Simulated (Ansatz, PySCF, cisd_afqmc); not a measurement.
System: C₃H₄, charge 0, singlet. C3H4 (propa-1,2-diene, SMILES C=C=C).
B3LYP-D3(BJ)/def2-TZVP minimum from Ansatz (a first-principles code):
```xyz
7

C      0.0000     0.0000     0.0000
C     -0.0052     0.0000     1.3001
C      0.0052     0.0000    -1.3001
H     -0.0108     0.9262     1.8632
H     -0.0040    -0.9263     1.8631
H      0.9337     0.0035    -1.8595
H     -0.9188    -0.0034    -1.8668
```

Atomisation energy term by term, kcal/mol (programs: Ansatz, cisd_afqmc). UHF or UKS for unpaired electrons; spin-orbit terms are left out. Correlated methods leave the cores frozen. Rows without X2C or -DK are non-relativistic. The Monte Carlo rows (phaseless AFQMC, CISD trial, step 0.005/hartree) carry one-sigma bars that omit the constraint's bias. Outlying blocks are dropped, and bars are widened where a walk drifts. Over all cases where full CI ran beside it in this data, AFQMC minus full CI had a median of +0.1 mEh and passed +0.4 mEh in a tenth of the cases. CBS(X,Y): correlation extrapolated as X^-3, Hartree-Fock from the larger set (Q,5: extrapolated as (X+1)exp(-9√X)). A bracket is a step between two methods taken in the basis named. 'core' is core correlation in cc-pwCVTZ, 'X2C' scalar relativity in cc-pVTZ-DK, both at CCSD(T). For partners of very few electrons the exact lower level stands in for a higher one.

| term | basis | kcal/mol |
|---|---|---|
| Hartree-Fock | CBS(cc-pVQZ,cc-pV5Z) | 523.48 |
| CCSD correlation | CBS(cc-pVQZ,cc-pV5Z) | 164.46 |
| (T) | CBS(cc-pVQZ,cc-pV5Z) | 12.33 |
| CCSDT(Q) - CCSD(T) | cc-pVDZ | 0.60 |
| core correlation | cc-pwCVTZ | 3.49 |
| scalar relativity | X2C, cc-pVTZ-DK | -0.47 |
| minus zero-point energy | Hessian by PySCF at B3LYP-D3(BJ)/def2-TZVP | -34.51 |
| sum: D0 |  | 669.4 |

The step beyond CCSD(T) by other levels: AFQMC/CISD in cc-pVTZ 0.04 ± 0.26 kcal/mol.
